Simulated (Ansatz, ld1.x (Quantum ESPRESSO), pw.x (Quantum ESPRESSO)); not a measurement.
**pw.x on fcc H: one setting changed**

Potential: PAW, ld1.x (Quantum ESPRESSO) 7.5, PBEsol; core none, reference 1s1; waves: 1s (bound): rcut 1.32, rcutus 1.40 bohr; 1s channel at 0.85 Ry: rcut 1.32, rcutus 1.40 bohr; 2p channel at 0.05 Ry: rcut 1.15, rcutus 1.45 bohr; 2p channel at 1.8 Ry: rcut 1.15, rcutus 1.45 bohr; local part: all-electron potential smoothed inside 1.45 bohr (lloc = -2); core correction: none; augmentation: PSQ, inside the norm-conserving radii.

The reference run (k-mesh 18³, cutoffs 40/320 Ry, Fermi–Dirac 0.01 Ry, mixing_beta 0.4, conv_thr 1e-9, no spin) gives 1.02 GPa at 2.917 Å³/atom, where all-electron LAPW gives -0.10 GPa. This run, with its own iteration cap, changes startingwfc to atomic.

```
&control
  calculation='scf', prefix='x', pseudo_dir='./', outdir='./tmp', tstress=.true., disk_io='none'
/
&system
  ibrav=0, nat=1, ntyp=1, ecutwfc=40, ecutrho=320, nbnd=7,
  occupations='smearing', smearing='fd', degauss=0.01
/
&electrons
  conv_thr=1e-09, mixing_beta=0.4, electron_maxstep=60, startingwfc='atomic'
/
ATOMIC_SPECIES
H 1.0 H.UPF
CELL_PARAMETERS angstrom
  0.00000000 1.13405855 1.13405855
  1.13405855 0.00000000 1.13405855
  1.13405855 1.13405855 0.00000000
ATOMIC_POSITIONS crystal
H 0.0000 0.0000 0.0000
K_POINTS automatic
18 18 18 0 0 0
```

```bash
pw.x < H.scf.in > H.scf.out
```

Task: How does the run end?

Result: It converges in 5 iterations; the free energy moves by +0.0 meV/atom and the pressure by +0.00 GPa. The result is that of the reference run.

```
Message from routine setup:
     using ibrav=0 with symmetry is DISCOURAGED, use correct ibrav instead
     lattice parameter (alat)  =       3.0307  a.u.
     unit-cell volume          =      19.6849 (a.u.)^3
     number of electrons       =         1.00
     number of Kohn-Sham states=            7
     kinetic-energy cutoff     =      40.0000  Ry
     charge density cutoff     =     320.0000  Ry
     scf convergence threshold =      1.0E-09
     Exchange-correlation= SLA  PW   PSX  PSC
     number of k points=   195  Fermi-Dirac smearing, width (Ry)=  0.0100
     iteration #  1     ecut=    40.00 Ry     beta= 0.40
     total energy              =      -1.07105876 Ry
     estimated scf accuracy    <       0.00001141 Ry
     iteration #  2     ecut=    40.00 Ry     beta= 0.40
     total energy              =      -1.07108949 Ry
     estimated scf accuracy    <       0.00000416 Ry
     iteration #  3     ecut=    40.00 Ry     beta= 0.40
     total energy              =      -1.07109088 Ry
     estimated scf accuracy    <          4.6E-09 Ry
     iteration #  4     ecut=    40.00 Ry     beta= 0.40
     total energy              =      -1.07109089 Ry
     estimated scf accuracy    <          2.0E-09 Ry
     iteration #  5     ecut=    40.00 Ry     beta= 0.40
     the Fermi energy is     4.0494 ev
!    total energy              =      -1.07109089 Ry
     estimated scf accuracy    <          2.2E-13 Ry
     smearing contrib. (-TS)   =      -0.00044629 Ry
     convergence has been achieved in   5 iterations
          total   stress  (Ry/bohr**3)                   (kbar)     P=       10.19
     Message from routine punch:
     Nothing written, as per user request (disk_io='none')
```

The run took about 1.9 s on one core of a shared host (Neoverse-V1, 32 threads, 247 GiB, load 28).
